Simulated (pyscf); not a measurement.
This saddle point was located with ωB97X-D3(BJ)/def2-SVP in PySCF.

```xyz
7

Cl     1.4577    -0.2085     0.5091
Sn    -1.1243    -0.2233    -0.0463
Cl    -0.8396    -2.2235    -1.1438
Cl    -3.0667     0.6210    -0.9731
Cl    -1.5726    -0.2160     2.2086
F     -0.0688     1.4036    -0.7987
H      0.9351     0.9324    -0.2950
```

Surface: singlet, charge 0. Lowest wavenumbers (cm⁻¹): 544i, 42, 79, 124, 134.

### Question
Name the species on either side of this saddle.

### Answer
Cl–Sn(Cl)(Cl)–Cl + hydrogen fluoride (HF) <-> hydrogen chloride (HCl) + F–Sn(Cl)(Cl)–Cl, a four-centre exchange read from left to right: Cl–Sn, F–H broken and Cl–H, F–Sn formed. At ωB97M-D3(BJ)/def2-TZVP it lies +16.6 kcal/mol from the left side and +9.3 kcal/mol from the right (each side as separated species at their lowest minima found). On the product side the descent ends in a complex, 4.3 kcal/mol under the separated species and 10.6 kcal/mol under the saddle at ωB97X-D3(BJ)/def2-TZVP. This is the saddle that the search found; another between the same sides may lie lower. Elements past Kr carry the def2 core potentials, without spin-orbit coupling.
